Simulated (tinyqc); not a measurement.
Stretching all distances: RHF, UHF, MP2, CISD and CCSD against full CI in the sto-6g basis, for H2O, spin multiplicity 1. Computed by the program tinyqc with PySCF. All coordinates are multiplied by the scale. c0^2 is the weight of the RHF determinant in the lowest singlet FCI state (UHF is spin-contaminated and may lie near states of higher spin) and n(LUMO) the first natural occupation beyond the occupied space.

Geometry (angstrom):
```
atom,x,y,z
O,0.0000,0.0000,0.0000
H,0.0000,0.7960,0.4770
H,0.0000,-0.7960,0.4770
```

Full CI energy (hartree) and errors against it (kcal/mol):
```
scale,distance 1-2 (angstrom),E(FCI),RHF,UHF,MP2,CISD,CCSD,<S^2> UHF,c0^2,n(LUMO)
0.920,0.854,-75.66140,23.018,23.018,6.124,0.224,0.063,0.000,0.984,0.017
1.190,1.104,-75.71085,44.309,44.309,14.270,1.164,0.193,0.000,0.950,0.055
1.450,1.346,-75.63465,79.031,67.033,28.412,4.849,0.509,0.716,0.870,0.148
1.720,1.596,-75.55243,129.995,44.087,48.440,14.810,0.378,1.501,0.727,0.323
1.990,1.847,-75.49890,191.735,19.810,70.263,31.561,-4.029,1.807,0.541,0.548
```

What does the comparison show, and why?

UHF parts from RHF first at scale 1.45 of those listed, where <S^2> leaves zero. The weight c0^2 goes from 0.98 to 0.54 and n(LUMO) from 0.02 to 0.55: static correlation grows as the bonds break into open-shell fragments. The spread of the error along the curve, which distorts its shape, is CCSD 4.5, CISD 31.3, UHF 47.2, MP2 64.1, RHF 168.7 kcal/mol. Below FCI somewhere: CCSD, as non-variational methods may be.
